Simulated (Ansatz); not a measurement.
We consider diamond-structure Si, described by r²SCAN (Ansatz, a first-principles code, PAW).

The same calculation (at the measured cell, 20.013 Å³/atom) with different numerical settings:

| run | k mesh | high-frequency dielectric constant | static dielectric constant | zone-centre TO phonon frequency (cm⁻¹) | rough time |
|---|---|---|---|---|---|
| 1 | 4×4×4 | 9.483 | 9.483 | 531.2 | 10 core-s |
| 2 | 6×6×6 | 10.790 | 10.790 | 523.7 | 10 core-s |
| 3 | 8×8×8 | 11.341 | 11.341 | 522.5 | 30 core-s |
| 4 | 12×12×12 | 11.640 | 11.640 | 522.3 | 60 core-s |
| 5 | 16×16×16 | 11.682 | 11.682 | 522.2 | 2 core-min |
| 6 | 20×20×20 | 11.688 | 11.688 | 522.2 | 3 core-min |

In the column high-frequency dielectric constant the first row differs from the last by -2.205 and the next to last by -0.006.

The last row is no converged limit: other settings stay fixed.
